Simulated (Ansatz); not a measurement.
# CH5 (doublet): from Hartree-Fock to the top rungs at distance C1–H5 along a hydrogen transfer = 1.164 Å, cc-pVTZ

How much of the correlation energy of CH5 (doublet) does each wave-function method recover here?

Method: cc-pVTZ, core rule «outside noble gas», up to 1 orbitals frozen; program: Ansatz 0.2.0, Gaussian basis.

The runs, in order: UHF; CCSD(T) on ROHF; CCSD(T) on UHF; BCCD(T) on ROHF; CCSDT(Q) on ROHF; CCSDT(Q) on UHF; CASSCF and NEVPT2, 3 electrons in 3 orbitals; CASSCF and NEVPT2, 9 electrons in 9 orbitals.

### Step 1. What is computed

The geometry derives from fragments relaxed apart (PBE0/def2-TZVP) and kept rigid, so it is no stationary point. A hydrogen atom is moved between rigid fragments.

6 atoms, charge 0, spin multiplicity 2.

Atoms are counted from 1 here; the program's logs count them from 0.

Bond lengths: C1–H2 1.090 Å, C1–H3 1.090 Å, C1–H4 1.090 Å, C1–H5 1.164 Å. Angles: H2–C1–H3 109.5°, H2–C1–H4 109.5°, H2–C1–H5 109.5°, H3–C1–H4 109.5°, H3–C1–H5 109.5°, H4–C1–H5 109.5°.

### Step 2. UHF

in.yaml

```yaml
crystal:
  periodic: [false, false, false]
  atoms:
    - {symbol: C, position_ang: [-0.143436, 0.000000, 0.000000]}
    - {symbol: H, position_ang: [-0.506642, 1.027301, 0.000000]}
    - {symbol: H, position_ang: [-0.506642, -0.513650, 0.889668]}
    - {symbol: H, position_ang: [-0.506642, -0.513650, -0.889669]}
    - {symbol: H, position_ang: [1.020564, 0.000000, 0.000000]}
    - {symbol: H, position_ang: [2.208564, 0.000000, 0.000000]}
basis:
  gaussian: {orbitals: cc-pVTZ}
magnetization: {spin_polarized: true, initial_magnetization: 1}
hamiltonian: {xc: hf}
output: {orbitals: {seedname: orbitals}}
```

Command:

```console
ansatz run in.yaml --threads 1 --pin off --events-out ev --progress --plain --max-ram 4096MiB --backend cpu
```

The runs that follow: CCSD(T) on ROHF; CCSD(T) on UHF; BCCD(T) on ROHF; CCSDT(Q) on ROHF; CCSDT(Q) on UHF; CASSCF and NEVPT2, 3 electrons in 3 orbitals; CASSCF and NEVPT2, 9 electrons in 9 orbitals.

**Question.** What will the summary of the whole plan be? Wanted: UCCSDT(Q) below the RHF energy; RMP2 from UCCSDT(Q); UMP2 from UCCSDT(Q); RCCSD from UCCSDT(Q); RCCSD(T) from UCCSDT(Q); UCCSD(T) from UCCSDT(Q); RCCSDT(Q) from UCCSDT(Q); NEVPT2 pair from UCCSDT(Q); NEVPT2 valence from UCCSDT(Q).

The runs gave:

| quantity | value |
| --- | --- |
| UCCSDT(Q) below the RHF energy | -6.4970 eV |
| RMP2 from UCCSDT(Q) | +18.96 kcal/mol |
| UMP2 from UCCSDT(Q) | +18.93 kcal/mol |
| RCCSD from UCCSDT(Q) | +4.84 kcal/mol |
| RCCSD(T) from UCCSDT(Q) | +0.41 kcal/mol |
| UCCSD(T) from UCCSDT(Q) | +0.42 kcal/mol |
| RCCSDT(Q) from UCCSDT(Q) | +0.01 kcal/mol |
| NEVPT2 pair from UCCSDT(Q) | +19.39 kcal/mol |
| NEVPT2 valence from UCCSDT(Q) | +22.07 kcal/mol |
| levels within 1 kcal/mol (43 meV) | RCCSD(T), UCCSD(T), BCCD(T), RCCSDT, UCCSDT, RCCSDT(Q) |
| T1 diagnostic | 0.020 |
| effectively unpaired electrons | 1.01 |

**Reading.** RCCSD(T) lands +0.41 kcal/mol from the yardstick (0.3 % of the correlation energy). One determinant dominates. Of the multireference levels listed NEVPT2 pair comes nearest in total energy (+19.39 kcal/mol), which doesn't show that its space is the better one. These misses are within one basis, not against nature; the frozen cores of restricted and unrestricted runs differ, which can shift their rows.
